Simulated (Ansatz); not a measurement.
Mulliken charges of hydrogen peroxide, H₂O₂ from PBE/def2-TZVPP in Ansatz (PBE0-D4/def2-TZVP geometry).

| atom | x (Å) | y (Å) | z (Å) | charge (e) |
| --- | --- | --- | --- | --- |
| O1 | -0.487 | -0.581 | 0.031 | -0.217 |
| O2 | 0.048 | 0.728 | 0.207 | -0.217 |
| H3 | 0.186 | -1.117 | 0.467 | 0.217 |
| H4 | 0.252 | 0.970 | -0.705 | 0.217 |

Q: By hand: the dipole of these point charges (1 e Å = 4.8032 D).

A: Σ q r = (0.190, -0.064, -0.103) e Å, of length 0.225 e Å = 1.08 D.

Q: How does the dipole of the full density compare? (Best estimate.)

A: Computed: (0.308, -0.103, -0.167) e Å, 1.75 D; the point charges give 0.62 times that, at 0° from its direction.

Point charges leave out the atoms' own dipoles, such as those of lone pairs, and Mulliken's split depends on the basis, so the two needn't agree.
